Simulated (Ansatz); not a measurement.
# CH (quartet): from Hartree-Fock to the top rungs at distance C1–H2 = 1.512 Å, cc-pVTZ

How much of the correlation energy of CH (quartet) does each wave-function method recover here?

Method: cc-pVTZ, core rule «outside noble gas», up to 1 orbitals frozen; program: Ansatz 0.2.0, Gaussian basis.

The runs, in order: UHF; CCSD(T) on ROHF; CCSD(T) on UHF; BCCD(T) on ROHF; CISD as a restricted active space (open shells left free, so some higher excitations enter); CCSDT(Q) on ROHF; CCSDT(Q) on UHF; CASSCF and MRCISD+Q, 5 electrons in 5 orbitals; CASSCF and NEVPT2, 5 electrons in 5 orbitals; Full CI.

14 further runs of the same task are left out: 10 that didn't finish, 4 set aside as unsound or not needed. Runs told in other sessions of the task aren't counted.

## 1. The geometry

The geometry derives from a PBE0/def2-TZVP stationary point (not a proven minimum). One bond is set to the value named and the two fragments are kept rigid.

2 atoms, charge 0, spin multiplicity 4.

Atoms are counted from 1 here; the program's logs count them from 0.

No contacts short enough for the rule that draws bonds.

## 2. UHF

Input file in.yaml:

```yaml
crystal:
  periodic: [false, false, false]
  atoms:
    - {symbol: C, position_ang: [0.000000, 0.000000, 0.000000]}
    - {symbol: H, position_ang: [0.000000, 0.000000, 1.512000]}
basis:
  gaussian: {orbitals: cc-pVTZ}
magnetization: {spin_polarized: true, initial_magnetization: 3}
hamiltonian: {xc: hf}
output: {orbitals: {seedname: orbitals}}
```

Started as:

```sh
ansatz run in.yaml --threads 1 --pin off --events-out ev --progress --plain --max-ram 2393MiB
```

After this run come: CCSD(T) on ROHF; CCSD(T) on UHF; BCCD(T) on ROHF; CISD as a restricted active space (open shells left free, so some higher excitations enter); CCSDT(Q) on ROHF; CCSDT(Q) on UHF; CASSCF and MRCISD+Q, 5 electrons in 5 orbitals; CASSCF and NEVPT2, 5 electrons in 5 orbitals; Full CI.

Q: Predict the results of all the runs planned. Wanted: FCI from the RHF energy; RMP2 from FCI; UMP2 from FCI; RCCSD from FCI; RCCSD(T) from FCI; UCCSD(T) from FCI; RCCSDT(Q) from FCI; UCCSDT(Q) from FCI; NEVPT2 valence from FCI.

As calculated:

| quantity | value |
| --- | --- |
| FCI from the ROHF energy | -3.0900 eV |
| RMP2 from FCI | +653.2 meV |
| UMP2 from FCI | +697.9 meV |
| RCCSD from FCI | +117.9 meV |
| RCCSD(T) from FCI | +22.3 meV |
| UCCSD(T) from FCI | +19.3 meV |
| RCCSDT(Q) from FCI | 0.0 meV |
| UCCSDT(Q) from FCI | -1.4 meV |
| NEVPT2 valence from FCI | +521.6 meV |
| MRCISD+Q valence from FCI | +75.2 meV |
| levels within 1 kcal/mol (43 meV) | RCCSD(T), UCCSD(T), BCCD(T), RCCSDT, UCCSDT, RCCSDT(Q), UCCSDT(Q) |
| T1 diagnostic | 0.031 |
| effectively unpaired electrons | 3.03 |

RCCSD(T) lands +22.3 meV from the yardstick (0.7 % of the correlation energy). One determinant dominates. Of the multireference levels listed MRCISD+Q valence comes nearest in total energy (+75.2 meV), which doesn't show that its space is the better one. These misses are within one basis, not against nature; the frozen cores of restricted and unrestricted runs differ, which can shift their rows.

Levels on UHF freeze UHF's core orbitals, full CI those of ROHF, so the U rows can settle a little off it for that reason alone.

With open shells the CI space here admits some higher excitations, so it is larger than plain CISD.
